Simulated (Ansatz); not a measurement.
**Which is lower?**

Two relaxed structures of CH$_{6}$B$_{2}$, singlet (PBE0-D4/def2-TZVP; forces vanish, vibrations not checked).

A:

B1  (-0.549, 0.635, -0.977)
B2  (0.911, -0.760, 0.537)
C3  (-0.319, 0.183, 0.489)
H4  (-0.785, -0.181, -1.820)
H5  (-0.481, 1.788, -1.291)
H6  (-0.312, 0.987, 1.223)
H7  (-1.159, -0.517, 0.655)
H8  (0.898, -1.785, -0.082)
H9  (1.886, -0.480, 1.172)
(Å)

B:

B1  (-0.647, 0.826, -1.230)
B2  (-0.235, 0.373, 0.289)
C3  (0.652, -0.839, 0.727)
H4  (-1.633, 0.415, -1.779)
H5  (-0.001, 1.625, -1.854)
H6  (-0.689, 1.049, 1.184)
H7  (0.008, -1.528, 1.291)
H8  (1.132, -1.402, -0.074)
H9  (1.414, -0.519, 1.446)
(Å)

Ansatz 0.2.0; basis: def2-TZVPP; cores frozen in the correlated methods. B3LYP uses VWN-RPA correlation.

**Question.** Which structure is lower at CCSD(T), and by how much? (To be estimated.)

**Answer.** By the calculation: A, by 6.19 kcal/mol (electronic energy, against the other). By their contacts, A is CH₆B₂ ([BH2][CH2][BH2]) and B is CH₆B₂ ([BH2][BH][CH3]).

All methods give the same order:

```json
{"method": "PBE-D4", "E(B) − E(A) (kcal/mol)": "3.65"}
{"method": "r2SCAN-D4", "E(B) − E(A) (kcal/mol)": "4.33"}
{"method": "PBE0-D4", "E(B) − E(A) (kcal/mol)": "4.47"}
{"method": "B3LYP-D4", "E(B) − E(A) (kcal/mol)": "4.53"}
{"method": "wB97M-V", "E(B) − E(A) (kcal/mol)": "6.00"}
{"method": "HF", "E(B) − E(A) (kcal/mol)": "5.75"}
{"method": "MP2", "E(B) − E(A) (kcal/mol)": "7.68"}
{"method": "CCSD", "E(B) − E(A) (kcal/mol)": "5.89"}
{"method": "CCSD(T)", "E(B) − E(A) (kcal/mol)": "6.19"}
```

The T1 diagnostic stays at or below 0.012.

Labels in which every atom is bracketed show which atoms are joined, not bond orders.

For scale, one of the runs: CCSD(T)/def2-TZVPP, 177 basis functions, launched by `ansatz run in.yaml --threads 2 --pin off --events-out ev --progress --plain --max-ram 4352MiB`. Time: 8 s of wall clock on 2 CPU threads of an Intel Xeon 6975P-C; the host was shared. Peak host memory: 1.8 GiB.
